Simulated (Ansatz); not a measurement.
A trace of molecular dynamics of BFH4 (6 atoms, charge 0, multiplicity 1).

The calculation used RKS PBE/def2-SVP in Ansatz 0.2.0.

```
ensemble                      : NVE (velocity Verlet)
starting velocities drawn for : 300 K
seed                          : 7170
```

```tsv
time (fs)	T (K)	potential energy less start (eV)	conserved less start (meV/atom)
0.0	300	0.000	0.00
4.0	135	0.086	0.08
8.0	121	0.093	0.09
12.0	421	-0.062	0.06
16.0	885	-0.302	0.11
20.0	1750	-0.749	0.05
24.0	2398	-1.086	-0.10
28.0	1990	-0.873	0.14
32.0	2445	-1.109	-0.05
36.0	2688	-1.235	0.00
40.0	2261	-1.013	0.07
44.0	2190	-0.977	0.09
48.0	2431	-1.102	0.03
52.0	2584	-1.181	-0.03
56.0	2329	-1.049	0.09
60.0	2442	-1.108	-0.05
64.0	2288	-1.027	0.08
68.0	2504	-1.140	-0.02
72.0	2477	-1.126	-0.05
76.0	2140	-0.951	0.09
80.0	2454	-1.114	-0.04
84.0	2728	-1.256	-0.11
88.0	2174	-0.968	0.07
92.0	2208	-0.986	-0.01
96.0	2675	-1.228	-0.02
100.0	2511	-1.144	-0.09
```

Task: Can this run be trusted? Judge the integration.

Result: The conserved energy stayed within 0.17 meV per atom of its start (net change -0.086 meV per atom), so the integration is sound. The system heated up, since it started high on the potential surface and ran downhill. A run of 0.1 ps of so small a system gives no equilibrium averages. The orbitals stay closed-shell, which can raise the energy where a bond breaks towards radicals; this wasn't checked here. The time step was 0.5 fs.

Run time: 2.1 min on 1 CPU thread of a shared host.
